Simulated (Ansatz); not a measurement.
# C4H6O2 (methyl acrylate): r2SCAN0/6-31G(d) (spherical functions)

What is the vertical ionisation energy of C4H6O2 (methyl acrylate) at r2SCAN0/6-31G* (spherical functions)? 

The calculation is run with Ansatz 0.2.0.

54 further runs of the same task are left out: 54 set aside as unsound or not needed.

## 1. The molecule

C4H6O2: 12 atoms, total charge 0, spin state singlet. SMILES: `C=CC(=O)OC`. Geometry: relaxed at PBE0-D4/def2-TZVP. This is one conformer, not always the lowest.

Bond lengths: C1–C2 1.325 Å, C2–C3 1.478 Å, C3–O4 1.203 Å, C3–O5 1.341 Å, O5–C6 1.423 Å, C1–H7 1.084 Å, C1–H8 1.083 Å, C2–H9 1.084 Å, C6–H10 1.091 Å, C6–H11 1.088 Å, C6–H12 1.091 Å. Some angles: C1–C2–C3 120.5°, C2–C3–O4 125.8°, C2–C3–O5 110.7°, O4–C3–O5 123.5°, C3–O5–C6 115.1°, C1–C2–H9 122.5°, C3–C2–H9 117.0°, C2–C1–H7 120.1°, C2–C1–H8 121.6°, O5–C6–H10 110.6°.

## 2. A single-point energy at r2SCAN0/6-31G(d) (spherical functions)

Contents of job.yaml:

```yaml
crystal:
  periodic: [false, false, false]
  atoms:
    - symbol: C
      position_ang: [-2.188400, 1.173500, 0.033200]
    - symbol: C
      position_ang: [-0.898000, 1.068600, 0.317400]
    - symbol: C
      position_ang: [-0.132300, -0.126500, -0.095900]
    - symbol: O
      position_ang: [-0.573100, -1.071600, -0.696400]
    - symbol: O
      position_ang: [1.147600, -0.025700, 0.290700]
    - symbol: C
      position_ang: [1.973000, -1.129800, -0.060300]
    - symbol: H
      position_ang: [-2.692500, 0.379400, -0.506600]
    - symbol: H
      position_ang: [-2.765600, 2.041400, 0.327700]
    - symbol: H
      position_ang: [-0.356100, 1.838200, 0.854600]
    - symbol: H
      position_ang: [1.998300, -1.261200, -1.143100]
    - symbol: H
      position_ang: [2.964900, -0.893300, 0.318300]
    - symbol: H
      position_ang: [1.599100, -2.048400, 0.394500]
basis:
  gaussian:
    orbitals: 6-31G_st_-spherical.json
hamiltonian:
  xc: {name: r2SCAN0}
accuracy: high
output:
  orbitals: {seedname: orbitals}
```

The basis set 6-31G* is read from a file made from the Basis Set Exchange's data (not shown).

On the command line:

```sh
$ ansatz run job.yaml --threads 1 --pin off --max-ram 3480MiB --events-out events.jsonl --progress --plain --runs-dir runs
```

The program printed:

```text
Warning: RAYON_NUM_THREADS=1 ignored (pool sized by the plan → 1); use --threads N
Functional definition: r2SCAN0
  name "r2SCAN0"
  parameter a = 0.25
  parameter k0 = 0.174
  parameter k1 = 0.065
  parameter a1 = 4.9479
  exchange = (1 - a)*r2scan_x(k0 = k0, k1 = k1, a1 = a1) + a*exact_x
  correlation = r2scan_c
2347 factors; integrals over basis functions are off by at most 5.1e-9 eV
mean field evaluation 1: about -8327.9928 eV, gradient 5.1e1 eV
mean field evaluation 2: about -8325.1709 eV, gradient 6.6e1 eV
mean field evaluation 4: about -8333.0850 eV, gradient 3.1e0 eV
mean field evaluation 8: about -8333.4894 eV, gradient 3.0e-1 eV
mean field evaluation 16: about -8333.4896 eV, gradient 7.9e-5 eV
mean field -8333.48955233 eV, -306.2500924061 hartree, gradient 6.9e-8 eV, S^2 0.000000; 0 other end points of the search recorded, 0 dependent functions left out
reference -8333.48955276 eV, -306.2500924219 hartree; 23, 23 occupied and 73, 73 virtual orbitals, 2347 factors
Total energy: -8333.48955276 eV, -306.2500924219 hartree
```

Run time: 8.7 s. Hardware: 1 thread of Intel Xeon 6975P-C (Granite Rapids), shared host; peak memory 0.43 GiB.

## 3. The doublet cation

Contents of input.yaml:

```yaml
crystal:
  periodic: [false, false, false]
  atoms:
    - {symbol: C, position_ang: [-2.188400, 1.173500, 0.033200]}
    - {symbol: C, position_ang: [-0.898000, 1.068600, 0.317400]}
    - {symbol: C, position_ang: [-0.132300, -0.126500, -0.095900]}
    - {symbol: O, position_ang: [-0.573100, -1.071600, -0.696400]}
    - {symbol: O, position_ang: [1.147600, -0.025700, 0.290700]}
    - {symbol: C, position_ang: [1.973000, -1.129800, -0.060300]}
    - {symbol: H, position_ang: [-2.692500, 0.379400, -0.506600]}
    - {symbol: H, position_ang: [-2.765600, 2.041400, 0.327700]}
    - {symbol: H, position_ang: [-0.356100, 1.838200, 0.854600]}
    - {symbol: H, position_ang: [1.998300, -1.261200, -1.143100]}
    - {symbol: H, position_ang: [2.964900, -0.893300, 0.318300]}
    - {symbol: H, position_ang: [1.599100, -2.048400, 0.394500]}
basis:
  gaussian: {orbitals: 6-31G_st_-spherical.json}
total_charge: 1
magnetization: {spin_polarized: true, initial_magnetization: 1}
accuracy: high
output: {orbitals: {seedname: orbitals}}
hamiltonian: {xc: {name: r2SCAN0}}
```

The basis set 6-31G* is read from a file made from the Basis Set Exchange's data (not shown).

On the command line:

```sh
$ ansatz run input.yaml --threads 1 --pin off --max-ram 3480MiB --events-out events.jsonl --progress --plain --runs-dir runs
```

The program printed:

```text
Warning: RAYON_NUM_THREADS=1 ignored (pool sized by the plan → 1); use --threads N
Functional definition: r2SCAN0
  name "r2SCAN0"
  parameter a = 0.25
  parameter k0 = 0.174
  parameter k1 = 0.065
  parameter a1 = 4.9479
  exchange = (1 - a)*r2scan_x(k0 = k0, k1 = k1, a1 = a1) + a*exact_x
  correlation = r2scan_c
2347 factors; integrals over basis functions are off by at most 5.1e-9 eV
mean field evaluation 1: about -8314.7587 eV, gradient 4.5e1 eV
mean field evaluation 2: about -8270.6593 eV, gradient 9.2e1 eV
mean field evaluation 4: about -8321.9801 eV, gradient 1.2e1 eV
mean field evaluation 8: about -8322.7336 eV, gradient 7.0e-1 eV
mean field evaluation 16: about -8323.1334 eV, gradient 2.4e-1 eV
mean field evaluation 32: about -8323.3369 eV, gradient 6.2e-1 eV
mean field -8323.34652892 eV, -305.8773431707 hartree, gradient 3.0e-8 eV, S^2 0.759807; 4 other end points of the search recorded, 0 dependent functions left out
reference -8323.34652978 eV, -305.8773432025 hartree; 23, 22 occupied and 73, 74 virtual orbitals, 2347 factors
Total energy: -8323.34652978 eV, -305.8773432025 hartree
```

Wall time 44 s (1 thread of Intel Xeon 6975P-C (Granite Rapids), shared host); peak memory 0.71 GiB.

## 4. Summary of results

Level: r2SCAN0/6-31G* (spherical functions).

| quantity | value |
| --- | --- |
| singlet C4H6O2: total energy | -306.25009 Eh |
| singlet C4H6O2: HOMO energy | -8.07 eV |
| singlet C4H6O2: LUMO energy | -0.92 eV |
| singlet C4H6O2: HOMO–LUMO gap | 7.14 eV |
| doublet cation: total energy | -305.87734 Eh |
| doublet cation: HOMO energy (highest over α and β) | -14.21 eV |
| doublet cation: LUMO energy (lowest over α and β) | -12.06 eV |
| doublet cation: ⟨S²⟩ | 0.760 |
| vertical ionisation energy (to the doublet cation) | 10.143 eV |

In words: The vertical ionisation energy comes to 10.14 eV (234 kcal/mol). −ε(HOMO) before ionisation, 8.07 eV, is 2.08 eV below this ionisation energy.
